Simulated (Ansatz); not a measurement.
Consider the substitution at a C–Si bond: `[SiH3]C=S` + `OCS` → `S=COCS` + SiH₄.

Computed with Ansatz on PBE0-D4/def2-TZVP structures; ΔE is electronic, products minus reactants. CBS: MP2 limit from def2 TZ/QZ plus the TZ coupled-cluster correction, frozen cores. This one scheme is used for every species. Functionals use def2-TZVPP. B3LYP here is the variant with VWN-RPA as its local correlation; programs differ in this. Each species was taken in one conformer, which may not be the lowest.

```csv
level,ΔE (kJ/mol),difference from CCSD(T)/CBS
PBE0-D4,-13.2,-14.5
ωB97M-V,-8.2,-9.5
B2PLYP,-11.5,-12.8
PBE,-18.7,-20.0
PBE0,-11.8,-13.1
B3LYP,-12.9,-14.2
HF/def2-TZVPP,-3.7,-5.0
SCS-MP2/def2-TZVPP,-5.2,-6.5
MP2/CBS(def2),-0.5,-1.8
CCSD/CBS(def2),5.5,4.2
CCSD(T)/CBS,1.3,0
```

Largest T1 diagnostic among the species: 0.016.

From PBE to PBE0 (25 % exact exchange), in def2-TZVPP and without D4, ΔE moves by +6.9 kJ/mol.
